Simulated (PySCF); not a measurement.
Trends in electronic spectra. Computed with TDDFT CAM-B3LYP/aug-cc-pVTZ, vertical, gas phase, core orbitals frozen in the response (PySCF). Geometries: PBE0-D3(BJ)/def2-TZVP; one conformer of each isolated species. Triplets are in the Tamm–Dancoff approximation.

Problem. Rank by computed lowest singlet excitation energy, lowest first.
A. `NC=O` (CH3NO)
B. `CN=O` (CH3NO)
C. `C(F)(F)=C(F)F` (C2F4)
D. `C=NO` (CH3NO)

Solution. B (1.83 eV), A (5.67 eV), D (5.89 eV), C (6.42 eV).

```csv
SMILES,S1 (eV),α (au),f (S1),gap (eV),T1 (eV),LUMO (eV),S1 mainly
CN=O,1.83,27.7,0.000,7.26,0.87,-1.01,H→L (99%)
NC=O,5.67,27.5,0.001,9.17,5.17,0.00,H→L+3 (73%)
C=NO,5.89,28.8,0.001,9.61,4.26,0.29,H-1→L+1 (90%)
FC(F)=C(F)F,6.42,29.3,0.017,9.63,4.74,0.53,H→L (94%)
```

H and L stand for HOMO and LUMO.

- `CN=O`: Löwdin shares by element: HOMO oxygen 46%, nitrogen 40%, carbon 9%; LUMO nitrogen 46%, oxygen 40%, carbon 9%.
- `NC=O`: Löwdin shares by element: HOMO oxygen 66%, carbon 19%, hydrogen 7% or more, nitrogen 6%; LUMO hydrogen 87%, nitrogen 8%.
- `C=NO`: Löwdin shares by element: HOMO oxygen 38%, carbon 26%, nitrogen 25%, hydrogen 4% or more; LUMO hydrogen 92%, oxygen 5%.
- `FC(F)=C(F)F`: Löwdin shares by element: HOMO carbon 60%, fluorine 20% or more (atoms not listed hold the other 20%); LUMO carbon 83%, fluorine 8% or more.
